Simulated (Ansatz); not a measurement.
in.yaml

```yaml
crystal:
  periodic: [false, false, false]
  atoms:
    - {symbol: N, position_ang: [0.000000, 0.000000, 0.000000]}
    - {symbol: H, position_ang: [0.000000, 0.000000, 1.039430]}
basis:
  gaussian: {orbitals: cc-pVDZ}
magnetization: {spin_polarized: true, initial_magnetization: 2}
hamiltonian: {xc: {name: r2SCAN}}
```

```sh
$ ansatz run in.yaml --threads 1 --pin off --events-out ev --progress --plain --max-ram 2816MiB --backend cpu
```

Log:

```
182 factors; integrals over basis functions are off by at most 5.9e-4 eV
mean field evaluation 1: about -1501.2191 eV, gradient 1.2e1 eV
mean field evaluation 2: about -1501.3109 eV, gradient 1.1e1 eV
mean field evaluation 4: about -1501.9267 eV, gradient 1.0e-1 eV
mean field evaluation 8: about -1501.9241 eV, gradient 3.2e-3 eV
mean field -1501.92410565 eV, -55.1946928418 hartree, gradient 8.5e-5 eV, S^2 2.007565; 0 other end points of the search recorded, 0 dependent functions left out
reference -1501.92410967 eV, -55.1946929895 hartree; 5, 3 occupied and 14, 16 virtual orbitals, 182 factors
Total energy: -1501.92410967 eV, -55.1946929895 hartree
```

Ran on 1 thread of AMD EPYC 7R13, shared host: 0.46 s wall, 0.13 GiB peak host memory.
